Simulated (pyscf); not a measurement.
HO–Ti(F)(F)–F + hydrogen fluoride (HF) → HO–Ti(F)(F)–F + hydrogen fluoride (HF) (four-centre exchange; singlet surface; F–Ti, F–H broken, F–Ti, F–H formed). PySCF, gas phase, ωB97X-D3(BJ)/def2-SVP geometries. Energies in kcal/mol from the separated reactants.

```tsv
level	barrier	reaction energy
ωB97X-D3(BJ)/def2-TZVP	4.8	0.0
PBE/def2-TZVP	2.5	0.0
r²SCAN/def2-TZVP	[?]	0.0
M06-2X/def2-TZVP	2.3	0.0
ωB97M-D3(BJ)/def2-TZVP	5.3	0.0
HF/def2-TZVP	[?]	0.0
```

### Question
What belongs in the gaps?

### Answer

- r²SCAN/def2-TZVP, barrier: 1.0
- HF/def2-TZVP, barrier: 17.1

The functionals in the table span 4.4 kcal/mol in this barrier, from r²SCAN to ωB97M-D3(BJ)/def2-TZVP. On the reactant side the descent ends in a complex, 5.5 kcal/mol under the separated species and 10.3 kcal/mol under the saddle at ωB97X-D3(BJ)/def2-TZVP. On the product side the descent ends in a complex, 6.4 kcal/mol under the separated species and 11.2 kcal/mol under the saddle at ωB97X-D3(BJ)/def2-TZVP. The same reactants have a lower exit, to F–Ti(F)(F)–F + H₂O (barrier -0.8 kcal/mol at ωB97M-D3(BJ)/def2-TZVP, against +5.3 kcal/mol here). One saddle was located; it need not be the lowest between these sides.
